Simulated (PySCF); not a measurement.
SO3, optimised at PBE/def2-SVP:

```xyz
4

S      0.3248    -0.1291    -0.2156
O     -0.0871     0.6347    -1.4012
O     -0.1068    -1.5242    -0.0541
O      1.1683     0.5022     0.8085
```

Energies from PySCF (xtb for GFN2), thermal terms from the rigid-rotor harmonic-oscillator model, ideal gas at 1 bar. 6-31G* has spherical d functions here. All species are closed-shell singlets. B3LYP is the form with VWN-RPA correlation.

Question: List the harmonic frequencies (cm⁻¹, unscaled) at this level and at the other levels, each on its own geometry.

Answer: 
- PBE/def2-SVP: 444, 473, 473, 987, 1308, 1308
- B3LYP/6-31G*: 453, 496, 497, 1024, 1352, 1352
- GFN2-xTB: 389, 479, 479, 1032, 1310, 1310
- HF/6-31G*: 560, 583, 583, 1210, 1550, 1550
- PBE0/def2-TZVP: 509, 534, 534, 1110, 1445, 1445
